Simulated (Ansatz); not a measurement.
System: hcp Co. Method: r²SCANh in Ansatz (plane waves, PAW).

Input file:

Ansatz 0.2 input:
```yaml
crystal:
  lattice:
    - [1.2201400928, -2.1133446331, 0.0]
    - [1.2201400928, 2.1133446331, 0.0]
    - [0.0, 0.0, 3.9916577691]
  atoms:
    - { symbol: Co, position: [0.3333333333, 0.6666666667, 0.25], spin: 1.8 }
    - { symbol: Co, position: [0.6666666667, 0.3333333333, 0.75], spin: 1.8 }
basis:
  ecutwfc: 520
  ecutrho_ratio: 4
  xc_grid: 3
kpoints:
  mp_grid: { grid: [12, 12, 8] }
hamiltonian:
  xc: r2scanh
  dispersion: none
  pseudopotentials: { kind: paw }
scf:
  occupations: { method: fermi_dirac, width: 0.05 }
output:
  forces: true
  stress: true
  eigenvalues: true
magnetization:
  spin_polarized: true
relax:
  f_tol: 0.01
  escape_saddle: false
  max_steps: 80
  cell: { stress_tol: 0.05, fix: [volume] }
```

Output (set-up and result lines):

```
Relaxation: its limit of steps is 80 (relax.max_steps)
Crystal: 2 atoms, lattice volume = 20.586 Å³
Basis set: ecut = 520 eV, 549 PW (Γ), exchange–correlation on 60×60×90 points (27 copies of the dense FFT grid, shifted against one another)
Bands: 23, of which v1, the nominal top of the filled ones, is band 17 counted from 1 (16 counted from 0)
Symmetry: 24 space group operations
Space group: P63/mmc (ITA 194), of the structure as read, at distance tolerance 2.7e-5 Å
k-points: 95 of 1152
Initial density: superposition of atomic densities (chi_scale 0.1, normalization cell)
Functional: x = r2scan, c = r2scan; τ floored in thin density (d = 2e-4 eV/Å³), warm-up for x = 0.9 r2scan + 0.1 exact, c = r2scan; τ floored in thin density (d = 2e-4 eV/Å³)
SCF 1 converged in 16 iterations: F = -10263.054523 eV  dr2 = 6.20e-12
Crystal: 2 atoms, lattice volume = 20.586 Å³
Initial density: handed on by an earlier stage of this run
Functional: x = 0.9 r2scan + 0.1 exact, c = r2scan; τ floored in thin density (d = 2e-4 eV/Å³)
Crystal: 2 atoms, lattice volume = 20.586 Å³
Crystal: 2 atoms, lattice volume = 20.586 Å³
SCF 4 converged in 6 iterations: F = -10260.490932 eV  dr2 = 2.96e-12
Crystal: 2 atoms, lattice volume = 20.586 Å³
Crystal: 2 atoms, lattice volume = 20.586 Å³
SCF 6 converged in 6 iterations: F = -10260.490937 eV  dr2 = 3.07e-12
Crystal: 2 atoms, lattice volume = 20.586 Å³
Crystal: 2 atoms, lattice volume = 20.586 Å³
SCF 8 converged in 6 iterations: F = -10260.490940 eV  dr2 = 1.12e-12
Crystal: 2 atoms, lattice volume = 20.586 Å³
SCF 9 converged in 5 iterations: F = -10260.490949 eV  dr2 = 1.75e-12
Crystal: 2 atoms, lattice volume = 20.586 Å³
SCF 10 converged in 2 iterations: F = -10260.490949 eV  dr2 = 7.58e-13
Magnetization: 3.5392 μB (18.7696 up, 15.2304 down)
Free energy (F): -10260.490949 eV
Internal energy: -10260.486393 eV  (E = F + TS)
E sigma→0 (E₀):  -10260.488671 eV
Fermi energy:    20.026976 eV
--- Forces (eV/Å), atoms counted from 1 ---
  atom   1  Co    -0.00000000     0.00000000     0.00000000
  atom   2  Co     0.00000000    -0.00000000     0.00000000
--- Stress (GPa, compression-positive) ---
        6.627333      -0.000000       0.000000
        0.000000       6.627333       0.000000
        0.000000       0.000000       6.624075
  P = ⅓ Tr σ = 6.6262 GPa (66.262 kbar)
```

The cell is one volume of an energy–volume scan, off the minimum.

The PAW data were made under PBE.

Note: the run warned that the count of filled bands differs between k points.

Cost on a shared machine: around 40 core-minutes (rough).

Ansatz is a program for electronic structure.
